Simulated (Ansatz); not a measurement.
Input file for Ansatz (a first-principles code): R-wB97M-V/def2-TZVPPD on C2H8O2 (a complex). Files ending in .json are basis or fitting sets from the Basis Set Exchange.

Ansatz 0.2 input:
```yaml
crystal:
  periodic: [false, false, false]
  atoms:
    - {symbol: O, position_ang: [-1.55388496, 0.32507418, -0.09767256]}
    - {symbol: H, position_ang: [-0.60965296, 0.30127718, -0.30180756]}
    - {symbol: C, position_ang: [-2.06981496, -0.96293182, -0.36301156]}
    - {symbol: H, position_ang: [-3.12769496, -0.94790882, -0.11431556]}
    - {symbol: H, position_ang: [-1.97435996, -1.24431482, -1.41446256]}
    - {symbol: H, position_ang: [-1.59258596, -1.73791682, 0.24223944]}
    - {symbol: O, position_ang: [1.51690804, 0.21738818, -0.40081456]}
    - {symbol: H, position_ang: [1.98569804, 0.83177318, -0.97048056]}
    - {symbol: C, position_ang: [2.02574204, 0.37440718, 0.92090344]}
    - {symbol: H, position_ang: [1.47217304, -0.31378882, 1.55103444]}
    - {symbol: H, position_ang: [3.08473904, 0.12396818, 0.97762644]}
    - {symbol: H, position_ang: [1.87330304, 1.38510118, 1.29879544]}
basis:
  gaussian:
    orbitals: def2-TZVPPD.json
hamiltonian:
  xc: {name: wB97M-V}
scf: {lower_state_search: off}
```

Output:

```
WARN ansatz: RAYON_NUM_THREADS=1 ignored (pool sized by the plan → 1); use --threads N
Functional definition: wB97M-V
these checks for a lower state are left out or cut short: stability, starts, cluster_reference, orbital_swaps, neighbouring_geometries, increment
integrals: 0.24 GiB planned
1188 factors; their error is unknown
integrals: 0.28 GiB planned
406 factors; integrals over basis functions are off by at most 2.4e-5 eV
mean field: 1.64 GiB planned
mean field evaluation 1: about -6292.4709 eV, gradient 5.6e1 eV
mean field evaluation 2: about -6293.1402 eV, gradient 5.6e1 eV
mean field evaluation 4: about -6298.0210 eV, gradient 1.7e0 eV
mean field evaluation 8: about -6298.0366 eV, gradient 4.4e-2 eV
mean field evaluation 16: about -6298.0118 eV, gradient 1.0e-4 eV
mean field -6298.01176923 eV, -231.4476635734 hartree, gradient 9.2e-6 eV, S^2 0.000000; 0 other end points of the search recorded, 0 dependent functions left out
reference -6298.01183488 eV, -231.4476659860 hartree; 18, 18 occupied and 272, 272 virtual orbitals, 1188 factors
Total energy: -6298.01183488 eV, -231.4476659860 hartree
Checks for a lower state left out: stability, starts, cluster_reference, orbital_swaps, neighbouring_geometries, increment
```

Self-consistency was reached.

Cost: very roughly 8 core-seconds.
